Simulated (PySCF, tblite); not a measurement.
**CH5OSi radical: geometry, infrared bands and EPR parameters**

What infrared bands and EPR parameters should CH5OSi radical (`[CH2]O[SiH3]`) show?

The runs use tblite 0.8.0 and PySCF 2.14.0, with density-fitted response routines of our own; the level of theory stands in each step. All values are computed, except where a source is named. Atoms are numbered from 0 throughout.

## 1. Starting geometry

8 atoms, charge 0, multiplicity 2; geometry from: force field or distance geometry start.

Bonds of the start (Å): C0–O1 1.37, O1–Si2 1.64, C0–H3 1.06, C0–H4 1.07, Si2–H5 1.49, Si2–H6 1.49, Si2–H7 1.48.

## 2. Relaxing the molecule with GFN2-xTB

The job: settings as JSON, then the geometry in Å.

```
{"job": {"kind": "relax", "xc": "GFN2-xTB", "basis": "xTB"}, "charge": 0, "multiplicity": 2}
C      1.475100    -0.324000     0.255700
O      0.186500    -0.585400     0.628300
Si    -1.086600     0.170600    -0.087300
H      2.209100    -0.871900     0.794700
H      1.667700     0.390000    -0.517300
H     -0.983900     1.642800     0.092700
H     -1.097000    -0.119100    -1.550100
H     -2.362000    -0.293600     0.514100
```

On the command line:

```bash
$ OMP_NUM_THREADS=1 python probes_run.py task.json out
```

The driver reads the jobs from task.json and runs them one after another.

**Question.** This job is followed by: GFN2-xTB harmonic vibrations, gas phase; UKS B3LYP, pcH-1 on C H O Si, non-relativistic, mean-field spin-orbit, GIAO. Predict these results of the whole session: strongest single infrared mode (GFN2-xTB); zero-point energy (GFN2-xTB); g(iso) (B3LYP); ⟨S²⟩; largest a(iso) (averaged by class); potential on the surface of density 0.002 e/bohr³, 1st and 99th percentile.

**Answer**, as computed:

| quantity | value |
| --- | --- |
| strongest single infrared mode (GFN2-xTB) | 2206 cm⁻¹, 390 km/mol |
| zero-point energy (GFN2-xTB) | 31.4 kcal/mol |
| g(iso) (B3LYP) | 2.00319 |
| ⟨S²⟩ | 0.753 (exact 0.75) |
| largest a(iso) (averaged by class) | 13C on C0, 84.2 MHz |
| potential on the surface of density 0.002 e/bohr³, 1st and 99th percentile | -0.97 V and 1.62 V |

**Reading.** The optimisation took 27 steps and gained 0.155 eV; among the close pairs (by a distance rule), C0–O1 changed most, from 1.367 to 1.330 Å. All 18 modes are real, so the xTB geometry is a minimum. The strongest single mode, at 2206 cm⁻¹, moves mainly H5 and H6. GFN2-xTB is a fitted tight-binding method: band positions and strengths are rough. Its intensities can rank the bands wrongly. Most of the unpaired spin sits on C0 (0.97 e). The isotropic g lies 0.9 ppt above the free-electron value. The conformer search found further structures of the same energy, which may be mirror or relabelled copies of this one.
